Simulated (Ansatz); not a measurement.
# Lattice parameter a of some fcc solids

Method: r²SCAN-D4 (Ansatz, a first-principles code, plane waves, PAW). References are measured values corrected to a static lattice. The table is a random draw of 6 from 12 solids with such references.

Values in Å.

| solid | reference | r²SCAN-D4 | error (%) |
|---|---|---|---|
| fcc Ag | 4.062 | 4.084 | +0.54 |
| fcc Pt | 3.913 | 3.931 | +0.46 |
| fcc Pd | 3.876 | 3.899 | +0.59 |
| fcc Ir | 3.831 | 3.836 | +0.13 |
| fcc Cu | 3.595¶ | 3.560 | -0.97 |
| fcc Al | 4.018 | 3.978 | -1.00 |

Over these 6 solids the mean error is -0.04 %, the mean absolute error 0.62 % (median 0.57 %), and the worst case fcc Al at -1.00 %; the value is above the reference in 4 of 6 cases. Over all 12, from unrounded values, the mean error is +0.13 % and the mean absolute error 0.69 % (median 0.58 %). Caveats on values not shown: a distance lies near a switch of the dispersion term, which can move the cell (1).

All these references are brought to a static lattice.

Spin–orbit coupling is left out, also for the solids with elements from indium on (fcc Pt, fcc Ir); its size isn't shown.

¶ marks references of a special kind: fcc Cu, 3.595 Å (measured, low-temperature or extrapolated to 0 K; zero-point anharmonic expansion removed; as tabulated in Csonka et al. (2009), arXiv:0903.4037).

Differences are worked out from the printed values.

Ansatz's density-functional and Hartree–Fock values are scalar-relativistic unless marked +SOC, with PAW data made under PBE.

Ansatz's runs of these crystals have no spin polarisation. Meta-GGAs and exact exchange favour moments, which can bear on fcc Pt, fcc Pd.

Of the class's solids with a reference value and a result at some level, none was set aside. At least 1 more with a reference value is held back for tests. Solids without a released value at any level aren't counted. Layered and molecular crystals are counted apart. The metals Ce to Yb are counted apart.

References as tabulated in Mejia-Rodriguez and Trickey (2018), arXiv:1807.09216; Csonka et al. (2009), arXiv:0903.4037.
